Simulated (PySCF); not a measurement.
PySCF single point, B3LYP/6-31G*, density fitting, C-PCM implicit carbon tetrachloride (electrostatics alone), on nitrous oxide, N2O (SMILES N#[N+][O-]), charge 0, multiplicity 1.

```python
from pyscf import gto, scf, dft
mol = gto.M(atom='''
N     -1.128093     0.000001    -0.000000
N     -0.022399    -0.000001     0.000000
O      1.128093     0.000001     0.000000
''', basis='6-31G*', charge=0, spin=0, verbose=3)
mf = dft.RKS(mol, xc='B3LYP')
mf = mf.density_fit()
mf = mf.PCM()
mf.with_solvent.method = 'C-PCM'
mf.with_solvent.eps = 2.238
mf.max_cycle = 100
e = mf.kernel()
print('converged', mf.converged)
print('E_total', e)
print('nao', mol.nao)
print('HOMO', mf.mo_energy[mf.mo_occ > 0].max())
mf.dip_moment()
```

It prints:

```

WARN: PCM is an experimental feature. It is still in testing.
Features and APIs may be changed in the future.

converged SCF energy = -184.652587698241
converged True
E_total -184.65258769824123
nao 42
HOMO -0.3386401689603826
Dipole moment(X, Y, Z, Debye):  0.17179, -0.00000,  0.00000
```

The total energy is -5024.65 eV, -0.05 eV from the same level's vacuum run.
